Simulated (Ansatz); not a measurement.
Rutile SnO2, treated with r²SCAN-D4 (Ansatz, an electronic-structure program, PAW).

Settings: plane-wave cutoff 560 eV, 8×8×10 k mesh (along the axes of the cell as run), Fermi–Dirac smearing 0.01 eV, scalar-relativistic PAW data made under PBE.

The cell is scaled about its equilibrium volume:

Shape and atoms are relaxed at each volume.

| V (Å³/atom) | P (GPa) | direct gap at Γ (eV) | c (Å) | a (Å) |
|---|---|---|---|---|
| 11.531 | 9.38 | 2.305 | 3.172 | 4.670 |
| 11.772 | 4.41 | 2.063 | 3.185 | 4.709 |
| 12.012 | 0.00 | 1.836 | 3.197 | 4.748 |
| 12.252 | -3.89 | 1.624 | 3.208 | 4.787 |
| 12.492 | -7.32 | 1.426 | 3.218 | 4.826 |

A straight line through the gaps at Γ against ln V gives a volume deformation potential dE_g(Γ)/d ln V of -11.0 eV: the gap at Γ widens under compression.

Measured, for comparison: band gap 3.81 eV (zero-point renormalisation of 215 meV (computed, non-adiabatic AHC, without the lattice-expansion part) added back here to the 1.8 K gap of; inputs from Miglio et al. (2020), arXiv:2011.12765).

Note: the bulk modulus comes from volumes at which shape and atoms were relaxed.

Spin–orbit coupling is not included.
